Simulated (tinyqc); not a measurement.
UHF in the sto-6g basis, for LiH, spin multiplicity 1, step by step (part 1 of 2). Computed by tinyqc, a small Python program that keeps every step (integrals from PySCF). Settings: charge = 0, multiplicity = 1, basis = sto-6g, energy threshold = 1e-08, iteration cap = 70, orthogonalisation = canonical, start = Wolfsberg-Helmholz matrix, DIIS depth = 6, shift = 0.5, method = UHF, break = 0.4. Command: `OMP_NUM_THREADS=1 python tinyqc.py 25622 25623 out.jsonl` (the two numbers bound the seeds that draw the settings). One thread of a shared host (Intel(R) Xeon(R) Processor @ 2.60GHz), about 0.2 s of CPU time with the checks. Later iterations appear only in the table of the cycle.

## One-electron integrals

Geometry (angstrom):
```
atom        x        y        z
Li    0.00000  0.00000  0.00000
H     0.00000  0.00000  1.54400
```

Basis sto-6g: exponents (1/bohr^2) and contraction coefficients of normalised primitives:
```
element  l (shell)   exponent  coefficient
Li           s (1)  167.17585      0.00916
Li           s (1)   30.65151      0.04936
Li           s (1)    8.57519      0.16854
Li           s (1)    2.94581      0.37056
Li           s (1)    1.14394      0.41649
Li           s (1)    0.47114      0.13033
Li           s (2)    6.59756     -0.01325
Li           s (2)    1.30583     -0.04699
Li           s (2)    0.40585     -0.03379
Li           s (2)    0.15615      0.25024
Li           s (2)    0.06781      0.59512
Li           s (2)    0.03108      0.24071
Li           p (3)    6.59756      0.00376
Li           p (3)    1.30583      0.03768
Li           p (3)    0.40585      0.17390
Li           p (3)    0.15615      0.41804
Li           p (3)    0.06781      0.42586
Li           p (3)    0.03108      0.10171
H            s (1)   35.52322      0.00916
H            s (1)    6.51314      0.04936
H            s (1)    1.82214      0.16854
H            s (1)    0.62596      0.37056
H            s (1)    0.24308      0.41649
H            s (1)    0.10011      0.13033
```

Overlap, kinetic and nuclear-attraction integrals over the contracted functions; the nuclear repulsion is the sum of Za Zb / Rab.

nuclear repulsion = 1.0281941 hartree

overlap S, lower triangle:
```
          1Li 1s   1Li 2s  1Li 2px  1Li 2py  1Li 2pz    2H 1s
1Li 1s   1.00000
1Li 2s   0.23574  1.00000
1Li 2px  0.00000  0.00000  1.00000
1Li 2py  0.00000  0.00000  0.00000  1.00000
1Li 2pz  0.00000  0.00000  0.00000  0.00000  1.00000
2H 1s    0.07715  0.41134  0.00000  0.00000  0.52135  1.00000
```

kinetic energy T (hartree), lower triangle:
```
           1Li 1s   1Li 2s  1Li 2px  1Li 2py  1Li 2pz    2H 1s
1Li 1s    3.61674
1Li 2s   -0.11072  0.10652
1Li 2px   0.00000  0.00000  0.32001
1Li 2py   0.00000  0.00000  0.00000  0.32001
1Li 2pz   0.00000  0.00000  0.00000  0.00000  0.32001
2H 1s    -0.01600  0.04524  0.00000  0.00000  0.13668  0.76852
```

nuclear attraction V (hartree), lower triangle:
```
           1Li 1s    1Li 2s   1Li 2px   1Li 2py   1Li 2pz     2H 1s
1Li 1s   -8.40988
1Li 2s   -0.90910  -1.49713
1Li 2px   0.00000   0.00000  -1.46358
1Li 2py   0.00000   0.00000   0.00000  -1.46358
1Li 2pz  -0.01818  -0.12499   0.00000   0.00000  -1.56405
2H 1s    -0.32857  -0.77379   0.00000   0.00000  -1.00263  -2.26434
```

core Hamiltonian H = T + V (hartree), lower triangle:
```
           1Li 1s    1Li 2s   1Li 2px   1Li 2py   1Li 2pz     2H 1s
1Li 1s   -4.79313
1Li 2s   -1.01982  -1.39060
1Li 2px   0.00000   0.00000  -1.14357
1Li 2py   0.00000   0.00000   0.00000  -1.14357
1Li 2pz  -0.01818  -0.12499   0.00000   0.00000  -1.24404
2H 1s    -0.34457  -0.72855   0.00000   0.00000  -0.86595  -1.49581
```

## Two-electron integrals

Functions are numbered as in S; the eight-fold symmetry (ij|kl) = (ji|kl) = (kl|ij) leaves the list below.

Two-electron integrals (ij|kl) in chemists' order, unique and non-zero (hartree):
```
(11|11) 1.68125   (21|11) 0.24260   (21|21) 0.04451   (22|11) 0.39719
(22|21) 0.09028   (22|22) 0.29062   (31|31) 0.00944   (32|31) 0.01426
(32|32) 0.06424   (33|11) 0.39719   (33|21) 0.09028   (33|22) 0.29062
(33|33) 0.31312   (41|41) 0.00944   (42|41) 0.01426   (42|42) 0.06424
(43|43) 0.01688   (44|11) 0.39719   (44|21) 0.09028   (44|22) 0.29062
(44|33) 0.27937   (44|44) 0.31312   (51|51) 0.00944   (52|51) 0.01426
(52|52) 0.06424   (53|53) 0.01688   (54|54) 0.01688   (55|11) 0.39719
(55|21) 0.09028   (55|22) 0.29062   (55|33) 0.27937   (55|44) 0.27937
(55|55) 0.31312   (61|11) 0.08091   (61|21) 0.01447   (61|22) 0.02937
(61|33) 0.02898   (61|44) 0.02898   (61|51) 0.00191   (61|52) 0.00375
(61|55) 0.03016   (61|61) 0.00519   (62|11) 0.15974   (62|21) 0.03661
(62|22) 0.12129   (62|33) 0.11551   (62|44) 0.11551   (62|51) 0.00637
(62|52) 0.03458   (62|55) 0.13286   (62|61) 0.01412   (62|62) 0.07943
(63|31) 0.00340   (63|32) 0.01466   (63|53) 0.00557   (63|63) 0.00629
(64|41) 0.00340   (64|42) 0.01466   (64|54) 0.00557   (64|64) 0.00629
(65|11) 0.18933   (65|21) 0.04391   (65|22) 0.15068   (65|33) 0.14077
(65|44) 0.14077   (65|51) 0.00997   (65|52) 0.05323   (65|55) 0.17051
(65|61) 0.01783   (65|62) 0.10918   (65|65) 0.15295   (66|11) 0.34111
(66|21) 0.07979   (66|22) 0.28615   (66|33) 0.26173   (66|44) 0.26173
(66|51) 0.01689   (66|52) 0.10729   (66|55) 0.33498   (66|61) 0.03281
(66|62) 0.23080   (66|65) 0.33090   (66|66) 0.77500
```

## Orthogonalisation

S = U s U^T; canonical form X = U s^(-1/2), so that X^T S X = 1. Each column of U has its largest component positive (the first on a tie).

eigenvalues of S: 0.33195  0.80263  1.00000  1.00000  1.16313  1.70229

X:
```
                1         2         3        4         5        6
1Li 1s    0.14083   0.80477   0.00000  0.00000   0.59979  0.18000
1Li 2s   -0.79540  -0.62022   0.00000  0.00000   0.46694  0.36569
1Li 2px   0.00000   0.00000  -0.41503  0.90981   0.00000  0.00000
1Li 2py   0.00000   0.00000   0.90981  0.41503   0.00000  0.00000
1Li 2pz  -0.94513   0.43221   0.00000  0.00000  -0.50678  0.38690
2H 1s     1.21108  -0.16362   0.00000  0.00000  -0.15857  0.52118
```

Within a degenerate level the vectors are fixed only up to a rotation; this is one choice.

## Starting guess

The start is the generalised Wolfsberg-Helmholz matrix (K = 1.75) built on H, with HOMO and LUMO mixed by +/-0.4 rad for the two spins; D(s) = C_occ C_occ^T for each spin.

D(alpha) at the start, lower triangle:
```
           1Li 1s   1Li 2s  1Li 2px  1Li 2py  1Li 2pz    2H 1s
1Li 1s    1.02127
1Li 2s   -0.06995  0.28374
1Li 2px   0.00000  0.00000  0.00000
1Li 2py   0.00000  0.00000  0.00000  0.00000
1Li 2pz  -0.02854  0.06823  0.00000  0.00000  0.01654
2H 1s    -0.12169  0.32705  0.00000  0.00000  0.07912  0.37865
```

D(beta) at the start, lower triangle:
```
           1Li 1s    1Li 2s  1Li 2px  1Li 2py  1Li 2pz    2H 1s
1Li 1s    0.97934
1Li 2s    0.04255   0.01040
1Li 2px   0.00000   0.00000  0.00000
1Li 2py   0.00000   0.00000  0.00000  0.00000
1Li 2pz  -0.01950  -0.05745  0.00000  0.00000  0.37519
2H 1s    -0.01032  -0.05157  0.00000  0.00000  0.33872  0.30584
```

## Iteration 1: building the Fock matrix

J_ij = sum D_kl (ij|kl) with D = D(alpha) + D(beta), K_ij = sum D_kl (ik|jl) for each spin; F = H + J - K(s); E = tr D H + tr D J / 2 - 0.5 sum_s tr D(s) K(s) + E_nn.

Coulomb J (hartree), lower triangle:
```
          1Li 1s   1Li 2s  1Li 2px  1Li 2py  1Li 2pz    2H 1s
1Li 1s   4.08099
1Li 2s   0.65250  1.36987
1Li 2px  0.00000  0.00000  1.33738
1Li 2py  0.00000  0.00000  0.00000  1.33738
1Li 2pz  0.02230  0.13600  0.00000  0.00000  1.43484
2H 1s    0.22519  0.69468  0.00000  0.00000  0.89744  1.81964
```

exchange K(alpha) (hartree), lower triangle:
```
           1Li 1s   1Li 2s  1Li 2px  1Li 2py  1Li 2pz    2H 1s
1Li 1s    1.68788
1Li 2s    0.24924  0.22232
1Li 2px   0.00000  0.00000  0.03817
1Li 2py   0.00000  0.00000  0.00000  0.03817
1Li 2pz  -0.00223  0.13177  0.00000  0.00000  0.14834
2H 1s     0.08271  0.26939  0.00000  0.00000  0.25590  0.53107
```

exchange K(beta) (hartree), lower triangle:
```
          1Li 1s   1Li 2s  1Li 2px  1Li 2py  1Li 2pz    2H 1s
1Li 1s   1.67088
1Li 2s   0.26522  0.11285
1Li 2px  0.00000  0.00000  0.02157
1Li 2py  0.00000  0.00000  0.00000  0.02157
1Li 2pz  0.00067  0.06393  0.00000  0.00000  0.28520
2H 1s    0.09753  0.15073  0.00000  0.00000  0.31011  0.48797
```

F(alpha) (hartree), lower triangle:
```
           1Li 1s    1Li 2s  1Li 2px  1Li 2py   1Li 2pz     2H 1s
1Li 1s   -2.40002
1Li 2s   -0.61657  -0.24306
1Li 2px   0.00000   0.00000  0.15564
1Li 2py   0.00000   0.00000  0.00000  0.15564
1Li 2pz   0.00635  -0.12075  0.00000  0.00000   0.04247
2H 1s    -0.20210  -0.30326  0.00000  0.00000  -0.22441  -0.20725
```

F(beta) (hartree), lower triangle:
```
           1Li 1s    1Li 2s  1Li 2px  1Li 2py   1Li 2pz     2H 1s
1Li 1s   -2.38302
1Li 2s   -0.63254  -0.13358
1Li 2px   0.00000   0.00000  0.17224
1Li 2py   0.00000   0.00000  0.00000  0.17224
1Li 2pz   0.00344  -0.05291  0.00000  0.00000  -0.09440
2H 1s    -0.21691  -0.18459  0.00000  0.00000  -0.27863  -0.16414
```

total energy of this density = -7.8895687 hartree

## Iteration 1: diagonalisation and new density

A level shift of 0.5 hartree raises the virtual space: F + shift (S - S D(s) S), with D(s) the density of one spin. Diagonalise F' = X^T F X, C = X C', fill 2 alpha and 2 beta electrons from the bottom; D(s) = C_occ C_occ^T. Each column has its largest component positive (the first on a tie).

F' = X^T F X (alpha) (hartree), lower triangle:
```
          1         2        3        4         5         6
1   1.01417
2  -0.10902  -0.72230
3   0.00000   0.00000  0.65564
4   0.00000   0.00000  0.00000  0.65564
5  -0.05848  -1.36225  0.00000  0.00000  -0.91007
6  -0.09592  -0.27455  0.00000  0.00000  -0.61593  -0.47685
```

orbital energies (alpha) (hartree): MO1 -2.40118, MO2 -0.31621, MO3 0.59411, MO4 0.65564, MO5 0.65564, MO6 1.02822

coefficients C (alpha):
```
              MO1       MO2       MO3      MO4       MO5       MO6
1Li 1s    0.99401  -0.18386  -0.17508  0.00000   0.00000   0.08443
1Li 2s    0.02404   0.51600   0.76085  0.00000   0.00000  -0.72344
1Li 2px   0.00000   0.00000   0.00000  0.90864  -0.41759   0.00000
1Li 2py   0.00000   0.00000   0.00000  0.41759   0.90864   0.00000
1Li 2pz  -0.00253   0.19641  -0.60918  0.00000   0.00000  -1.03775
2H 1s     0.00058   0.59193  -0.26909  0.00000   0.00000   1.16939
```

F' = X^T F X (beta) (hartree), lower triangle:
```
          1         2        3        4         5         6
1   1.02172
2  -0.11707  -0.60024
3   0.00000   0.00000  0.67224
4   0.00000   0.00000  0.00000  0.67224
5  -0.05591  -1.25947  0.00000  0.00000  -1.11843
6  -0.08874  -0.65747  0.00000  0.00000  -0.34174  -0.37197
```

orbital energies (beta) (hartree): MO1 -2.38522, MO2 -0.25691, MO3 0.54087, MO4 0.67224, MO5 0.67224, MO6 1.03233

coefficients C (beta):
```
              MO1       MO2       MO3      MO4       MO5       MO6
1Li 1s    0.99178  -0.05217  -0.25633  0.00000   0.00000   0.08702
1Li 2s    0.03077  -0.00332   0.90161  0.00000   0.00000  -0.74513
1Li 2px   0.00000   0.00000   0.00000  0.59307   0.80515   0.00000
1Li 2py   0.00000   0.00000   0.00000  0.80515  -0.59307   0.00000
1Li 2pz  -0.00334   0.57628  -0.39321  0.00000   0.00000  -0.99993
2H 1s     0.00564   0.57220   0.16548  0.00000   0.00000   1.19809
```

D(alpha) after iteration 1, lower triangle:
```
           1Li 1s   1Li 2s  1Li 2px  1Li 2py  1Li 2pz    2H 1s
1Li 1s    1.02185
1Li 2s   -0.07097  0.26684
1Li 2px   0.00000  0.00000  0.00000
1Li 2py   0.00000  0.00000  0.00000  0.00000
1Li 2pz  -0.03863  0.10129  0.00000  0.00000  0.03858
2H 1s    -0.10826  0.30545  0.00000  0.00000  0.11626  0.35038
```

D(beta) after iteration 1, lower triangle:
```
           1Li 1s    1Li 2s  1Li 2px  1Li 2py  1Li 2pz    2H 1s
1Li 1s    0.98636
1Li 2s    0.03069   0.00096
1Li 2px   0.00000   0.00000  0.00000
1Li 2py   0.00000   0.00000  0.00000  0.00000
1Li 2pz  -0.03337  -0.00202  0.00000  0.00000  0.33212
2H 1s    -0.02426  -0.00173  0.00000  0.00000  0.32973  0.32745
```

Within a degenerate level the vectors are fixed only up to a rotation; this is one choice.

## Iteration 2: building the Fock matrix

As before.

Coulomb J (hartree), lower triangle:
```
          1Li 1s   1Li 2s  1Li 2px  1Li 2py  1Li 2pz    2H 1s
1Li 1s   4.08604
1Li 2s   0.65291  1.37019
1Li 2px  0.00000  0.00000  1.33722
1Li 2py  0.00000  0.00000  0.00000  1.33722
1Li 2pz  0.02518  0.15092  0.00000  0.00000  1.43614
2H 1s    0.22617  0.70386  0.00000  0.00000  0.91169  1.85025
```

exchange K(alpha) (hartree), lower triangle:
```
           1Li 1s   1Li 2s  1Li 2px  1Li 2py  1Li 2pz    2H 1s
1Li 1s    1.68937
1Li 2s    0.24861  0.21474
1Li 2px   0.00000  0.00000  0.03713
1Li 2py   0.00000  0.00000  0.00000  0.03713
1Li 2pz  -0.00035  0.14294  0.00000  0.00000  0.16044
2H 1s     0.08490  0.26898  0.00000  0.00000  0.26937  0.53352
```

exchange K(beta) (hartree), lower triangle:
```
          1Li 1s   1Li 2s  1Li 2px  1Li 2py  1Li 2pz    2H 1s
1Li 1s   1.67536
1Li 2s   0.26129  0.11768
1Li 2px  0.00000  0.00000  0.02137
1Li 2py  0.00000  0.00000  0.00000  0.02137
1Li 2pz  0.00057  0.09137  0.00000  0.00000  0.27610
2H 1s    0.09564  0.17617  0.00000  0.00000  0.32517  0.52483
```

F(alpha) (hartree), lower triangle:
```
           1Li 1s    1Li 2s  1Li 2px  1Li 2py   1Li 2pz     2H 1s
1Li 1s   -2.39647
1Li 2s   -0.61552  -0.23515
1Li 2px   0.00000   0.00000  0.15652
1Li 2py   0.00000   0.00000  0.00000  0.15652
1Li 2pz   0.00735  -0.11700  0.00000  0.00000   0.03166
2H 1s    -0.20330  -0.29367  0.00000  0.00000  -0.22363  -0.17908
```

F(beta) (hartree), lower triangle:
```
           1Li 1s    1Li 2s  1Li 2px  1Li 2py   1Li 2pz     2H 1s
1Li 1s   -2.38246
1Li 2s   -0.62820  -0.13809
1Li 2px   0.00000   0.00000  0.17228
1Li 2py   0.00000   0.00000  0.00000  0.17228
1Li 2pz   0.00643  -0.06543  0.00000  0.00000  -0.08400
2H 1s    -0.21404  -0.20086  0.00000  0.00000  -0.27943  -0.17040
```

total energy of this density = -7.9117392 hartree

## Iteration 2: DIIS over 2 matrices

error matrix X^T (FDS - SDF) X (alpha):
```
          1         2        3        4         5         6
1   0.00000  -0.01400  0.00000  0.00000  -0.00632   0.02717
2   0.01400   0.00000  0.00000  0.00000   0.00754  -0.02457
3   0.00000   0.00000  0.00000  0.00000   0.00000   0.00000
4   0.00000   0.00000  0.00000  0.00000   0.00000   0.00000
5   0.00632  -0.00754  0.00000  0.00000   0.00000   0.02092
6  -0.02717   0.02457  0.00000  0.00000  -0.02092   0.00000
```

B (overlaps of the stored error matrices):
```
               1              2
1  2.3939850e-02  1.7476847e-02
2  1.7476847e-02  1.3674679e-02
```

Minimise |sum c_i e_i|^2 with sum c_i = 1: solve [B -1; -1 0][c; lambda] = [0; -1] with B_ij = tr e_i^T e_j summed over both spins, and take F = sum c_i F_i.

DIIS coefficients: -1.42894  2.42894

extrapolated F(alpha) (hartree), lower triangle:
```
           1Li 1s    1Li 2s  1Li 2px  1Li 2py   1Li 2pz     2H 1s
1Li 1s   -2.39140
1Li 2s   -0.61403  -0.22384
1Li 2px   0.00000   0.00000  0.15778
1Li 2py   0.00000   0.00000  0.00000  0.15778
1Li 2pz   0.00878  -0.11166  0.00000  0.00000   0.01622
2H 1s    -0.20502  -0.27996  0.00000  0.00000  -0.22251  -0.13884
```

extrapolated F(beta) (hartree), lower triangle:
```
           1Li 1s    1Li 2s  1Li 2px  1Li 2py   1Li 2pz     2H 1s
1Li 1s   -2.38165
1Li 2s   -0.62200  -0.14452
1Li 2px   0.00000   0.00000  0.17234
1Li 2py   0.00000   0.00000  0.00000  0.17234
1Li 2pz   0.01070  -0.08333  0.00000  0.00000  -0.06915
2H 1s    -0.20995  -0.22410  0.00000  0.00000  -0.28057  -0.17934
```

## Iteration 2: diagonalisation and new density

As before.

F' = X^T F X (alpha) (hartree), lower triangle:
```
          1         2        3        4         5         6
1   1.06663
2  -0.12610  -0.70010
3   0.00000   0.00000  0.65778
4   0.00000   0.00000  0.00000  0.65778
5  -0.08138  -1.35769  0.00000  0.00000  -0.91340
6  -0.04421  -0.31249  0.00000  0.00000  -0.58950  -0.46215
```

orbital energies (alpha) (hartree): MO1 -2.39259, MO2 -0.27733, MO3 0.58452, MO4 0.65778, MO5 0.65778, MO6 1.07638

coefficients C (alpha):
```
              MO1       MO2       MO3      MO4       MO5       MO6
1Li 1s    0.99432  -0.18110  -0.17723  0.00000   0.00000   0.08223
1Li 2s    0.02171   0.51915   0.74645  0.00000   0.00000  -0.73616
1Li 2px   0.00000   0.00000   0.00000  0.95383  -0.30034   0.00000
1Li 2py   0.00000   0.00000   0.00000  0.30034   0.95383   0.00000
1Li 2pz  -0.00425   0.26654  -0.64848  0.00000   0.00000  -0.99751
2H 1s     0.00392   0.54780  -0.19035  0.00000   0.00000   1.20579
```

F' = X^T F X (beta) (hartree), lower triangle:
```
          1         2        3        4         5         6
1   1.04817
2  -0.11867  -0.59187
3   0.00000   0.00000  0.67234
4   0.00000   0.00000  0.00000  0.67234
5  -0.06986  -1.30451  0.00000  0.00000  -1.06660
6  -0.08430  -0.59445  0.00000  0.00000  -0.35562  -0.42831
```

orbital energies (beta) (hartree): MO1 -2.38334, MO2 -0.27145, MO3 0.55775, MO4 0.67234, MO5 0.67234, MO6 1.05843

coefficients C (beta):
```
              MO1       MO2       MO3       MO4      MO5       MO6
1Li 1s    0.99318  -0.07789  -0.24469   0.00000  0.00000   0.08539
1Li 2s    0.02543   0.10424   0.89287   0.00000  0.00000  -0.74858
1Li 2px   0.00000   0.00000   0.00000   0.84772  0.53045   0.00000
1Li 2py   0.00000   0.00000   0.00000  -0.53045  0.84772   0.00000
1Li 2pz  -0.00616   0.53117  -0.46148   0.00000  0.00000  -0.99572
2H 1s     0.00580   0.58243   0.10333   0.00000  0.00000   1.20014
```

D(alpha) after iteration 2, lower triangle:
```
           1Li 1s   1Li 2s  1Li 2px  1Li 2py  1Li 2pz    2H 1s
1Li 1s    1.02146
1Li 2s   -0.07243  0.26998
1Li 2px   0.00000  0.00000  0.00000
1Li 2py   0.00000  0.00000  0.00000  0.00000
1Li 2pz  -0.05249  0.13828  0.00000  0.00000  0.07106
2H 1s    -0.09531  0.28447  0.00000  0.00000  0.14599  0.30010
```

D(beta) after iteration 2, lower triangle:
```
           1Li 1s   1Li 2s  1Li 2px  1Li 2py  1Li 2pz    2H 1s
1Li 1s    0.99247
1Li 2s    0.01713  0.01151
1Li 2px   0.00000  0.00000  0.00000
1Li 2py   0.00000  0.00000  0.00000  0.00000
1Li 2pz  -0.04749  0.05521  0.00000  0.00000  0.28218
2H 1s    -0.03961  0.06086  0.00000  0.00000  0.30934  0.33926
```

Within a degenerate level the vectors are fixed only up to a rotation; this is one choice.

## Iteration 3: building the Fock matrix

As before.

Coulomb J (hartree), lower triangle:
```
          1Li 1s   1Li 2s  1Li 2px  1Li 2py  1Li 2pz    2H 1s
1Li 1s   4.09019
1Li 2s   0.65335  1.37042
1Li 2px  0.00000  0.00000  1.33791
1Li 2py  0.00000  0.00000  0.00000  1.33791
1Li 2pz  0.02740  0.16195  0.00000  0.00000  1.43542
2H 1s    0.22690  0.70888  0.00000  0.00000  0.91914  1.86255
```

exchange K(alpha) (hartree), lower triangle:
```
           1Li 1s   1Li 2s  1Li 2px  1Li 2py  1Li 2pz    2H 1s
1Li 1s    1.68980
1Li 2s    0.24909  0.21138
1Li 2px   0.00000  0.00000  0.03732
1Li 2py   0.00000  0.00000  0.00000  0.03732
1Li 2pz  -0.00035  0.15143  0.00000  0.00000  0.17124
2H 1s     0.08616  0.26556  0.00000  0.00000  0.27511  0.51814
```

exchange K(beta) (hartree), lower triangle:
```
          1Li 1s   1Li 2s  1Li 2px  1Li 2py  1Li 2pz    2H 1s
1Li 1s   1.67837
1Li 2s   0.25845  0.12894
1Li 2px  0.00000  0.00000  0.02245
1Li 2py  0.00000  0.00000  0.00000  0.02245
1Li 2pz  0.00025  0.11852  0.00000  0.00000  0.26202
2H 1s    0.09408  0.20367  0.00000  0.00000  0.33394  0.55321
```

F(alpha) (hartree), lower triangle:
```
           1Li 1s    1Li 2s  1Li 2px  1Li 2py   1Li 2pz     2H 1s
1Li 1s   -2.39274
1Li 2s   -0.61556  -0.23157
1Li 2px   0.00000   0.00000  0.15702
1Li 2py   0.00000   0.00000  0.00000  0.15702
1Li 2pz   0.00956  -0.11446  0.00000  0.00000   0.02014
2H 1s    -0.20384  -0.28523  0.00000  0.00000  -0.22192  -0.15141
```

F(beta) (hartree), lower triangle:
```
           1Li 1s    1Li 2s  1Li 2px  1Li 2py   1Li 2pz     2H 1s
1Li 1s   -2.38131
1Li 2s   -0.62492  -0.14913
1Li 2px   0.00000   0.00000  0.17189
1Li 2py   0.00000   0.00000  0.00000  0.17189
1Li 2pz   0.00897  -0.08155  0.00000  0.00000  -0.07064
2H 1s    -0.21176  -0.22334  0.00000  0.00000  -0.28076  -0.18647
```

total energy of this density = -7.9303079 hartree
